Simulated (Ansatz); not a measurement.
A search over several starts for the lowest SCF solution of Li3H3 at the given spin, in a small basis.

```yaml
crystal:
  periodic: [false, false, false]
  atoms:
    - {symbol: Li, position_ang: [1.097828, 0.100083, 1.188692]}
    - {symbol: Li, position_ang: [0.297924, -0.916108, -1.304074]}
    - {symbol: Li, position_ang: [-1.395088, 0.815962, 0.115122]}
    - {symbol: H, position_ang: [-0.328683, 1.014716, 1.441348]}
    - {symbol: H, position_ang: [1.545112, -0.898508, -0.129624]}
    - {symbol: H, position_ang: [-1.217093, -0.116145, -1.311455]}
basis:
  gaussian: {orbitals: def2-SVP}
magnetization: {spin_polarized: true, initial_magnetization: 0}
hamiltonian: {xc: pbe0, dispersion: d4}
output: {orbitals: {seedname: orbitals}}
```

```sh
$ ansatz run in.yaml --threads 4 --pin off --events-out ev --progress --plain --max-ram 3916MiB
```

Shortened log:

```
Functional definition: PBE0
540 factors; integrals over basis functions are off by at most 8.5e-4 eV
mean field evaluation 1: about -659.5235 eV, gradient 1.2e1 eV
mean field evaluation 2: about -660.7816 eV, gradient 3.3e0 eV
mean field evaluation 4: about -660.9040 eV, gradient 1.2e-1 eV
mean field evaluation 8: about -660.9058 eV, gradient 6.3e-4 eV
mean field -660.90581465 eV, -24.2878407102 hartree, gradient 1.5e-5 eV, S^2 0.000000; 0 other end points of the search recorded, 0 dependent functions left out
reference -660.90586761 eV, -24.2878426567 hartree; 6, 6 occupied and 36, 36 virtual orbitals, 540 factors
Total energy: -660.96851771 eV, -24.2901450054 hartree
```

It took 0.65 s on 4 threads of Arm Neoverse N1 on a shared host.

The structure comes from a short search, and lower isomers may exist.
